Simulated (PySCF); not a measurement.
## From computed data to an observable: entropy of an ideal gas

nitrous oxide (N₂O), SMILES N#[N+][O-].

Geometry: PBE0-D3(BJ)/def2-TZVP.

PBE0-D3(BJ)/def2-TZVP (PySCF) gives the harmonic wavenumbers 641, 641, 1377, 2410 cm⁻¹ and the rotational temperature 0.6163 K. The molar mass is 44.01 g/mol, the symmetry number 1, the spin multiplicity 1.

Work out the entropy at 298.15 K and 1 atm in the rigid-rotor, harmonic-oscillator model.


Translation (Sackur–Tetrode at 1 atm): S = R[1.5 ln M + 2.5 ln T − 1.16487] = 155.9 J/(mol K).
Rotation: q = T/(σ θ) = 484, S = R[ln q + 1] = 59.7 J/(mol K).
Vibration: with u = 1.4388 ν/T, each mode gives R[u/(e^u − 1) − ln(1 − e^−u)]:
```json
[
 {"ν (cm⁻¹)": "641", "modes": "2", "u": "3.09", "S (J/(mol K))": "3.22"},
 {"ν (cm⁻¹)": "1377", "modes": "1", "u": "6.64", "S (J/(mol K))": "0.08"}
]
```
The stiffer modes add less than 0.005 each. Sum 3.3 J/(mol K).
Spin: R ln 1 = 0.0 J/(mol K).
Total 219.0 J/(mol K); the program's own thermochemistry gives 219.0. Translation makes up 71 % and vibration 2 %. Anharmonicity, hindered rotation and orbital degeneracy are left out.
